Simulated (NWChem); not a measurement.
# Correlation energy of ozone (O₃)

```xyz
3

O     -1.0607     0.0000    -0.2102
O      0.0000     0.0000     0.4204
O      1.0607     0.0000    -0.2102
```
Charge 0, spin multiplicity 1.

Program: NWChem. All single points use one geometry, from PBE0/def2-SVP, a minimum by its harmonic frequencies.

Basis set: 6-31G*. Each correlation energy counts from its own Hartree-Fock reference.

The correlated methods keep 3 core orbitals frozen. The Pople sets run with spherical d functions. The species is likely to have several important configurations. No row is a measurement; the coupled-cluster row has its own basis-set and correlation limits.

Q: One of these methods gave a correlation energy of -569.5 mHa. Which?
(A) CR-CCSD(T)
(B) CCSD+T(CCSD)
(C) CCSD
(D) SCS-MP2

A: D, SCS-MP2. The others give -597.2 (CR-CCSD(T)), -576.4 (CCSD), -607.6 (CCSD+T(CCSD)).
